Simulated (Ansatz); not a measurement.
(H3Si)2O (Si₂OH₆). Charge 0, multiplicity 1. Geometry r2SCAN-D4/def2-TZVP; atoms count from 1.

```tsv
atom	x (Å)	y (Å)	z (Å)
Si1	-1.159	-0.961	0.437
H2	-0.943	-2.144	-0.435
H3	-2.602	-0.629	0.475
H4	-0.685	-1.281	1.808
O5	-0.351	0.332	-0.157
Si6	1.105	1.012	-0.461
H7	0.879	2.295	-1.165
H8	1.829	1.262	0.811
H9	1.926	0.114	-1.314
```

Question: Estimate the Mulliken populations from the PBE0/def2-TZVP orbitals of Ansatz.

Answer: 
```tsv
atom	charge (e)
Si1	0.29
H2	-0.03
H3	-0.03
H4	-0.03
O5	-0.38
Si6	0.29
H7	-0.03
H8	-0.03
H9	-0.03
```
Mulliken values and Mayer orders depend strongly on the basis.

Question: And the Mayer bond orders between bonded heavy atoms (over 0.3)?

Answer: Si1–O5 1.16 (1.64 Å); O5–Si6 1.16 (1.64 Å).
